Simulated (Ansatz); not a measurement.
Two isomers of C3H5ClO: A = `C/C=C(\O)Cl`, B = `CO/C=C/Cl`.

Computed with Ansatz on PBE0-D4/def2-TZVP structures; ΔE is electronic, products minus reactants. CCSD(T)/CBS adds triple-zeta CCSD(T) − MP2 to the extrapolated MP2 energy (def2 sets, frozen cores). Double bonds are as drawn, so ΔE can hold a change between cis and trans. DFT in def2-TZVPP. B3LYP here is the variant with VWN-RPA as its local correlation; programs differ in this. One conformer a species, not always the lowest.

A:

Z-matrix (Å, degrees):
```
C
C 1 1.490
H 1 1.095 2 111.0
H 1 1.094 2 110.8 3 118.8
H 1 1.090 2 111.5 3 -120.5
C 2 1.325 1 123.6 3 116.1
H 2 1.082 1 119.2 3 -63.3
Cl 6 1.736 2 121.9 1 179.3
O 6 1.348 2 124.1 1 -2.0
H 9 0.961 6 109.3 2 166.7
```

B:

```xyz
10

C     0.3952    1.0698   -1.2450
O     0.3166    0.7512    0.1281
C    -0.3109   -0.4088    0.4022
C    -0.1604   -1.0157    1.5726
Cl   -1.0258   -2.4495    1.9570
H     0.8192    2.0700   -1.3127
H     1.0422    0.3657   -1.7785
H    -0.5986    1.0686   -1.7069
H    -0.9674   -0.8089   -0.3679
H     0.4899   -0.6424    2.3511
```

(1) Which isomer does CCSD(T)/CBS put lower? Give the gap. (Best estimate.)

(2) Give E(B) − E(A) in kcal/mol with CCSD(T)/def2-TZVPP, CCSD/def2-TZVPP, PBE0-D4, PBE-D4, B3LYP, B2PLYP, ωB97M-V. (An estimate is asked.)

Largest T1 diagnostic: 0.012.

Answers

(1) Ansatz gave: A, by 16.8 kcal/mol.

(2) Computed: CCSD(T)/def2-TZVPP 16.0, CCSD/def2-TZVPP 15.6, PBE0-D4 17.0, PBE-D4 16.8, B3LYP 14.5, B2PLYP 15.5, ωB97M-V 16.4. None reverses the order clearly.

In def2-TZVPP, CCSD(T) changes the Hartree–Fock value by +3.3 kcal/mol (the triples alone add +0.4 kcal/mol) and MP2 by +5.2 kcal/mol.
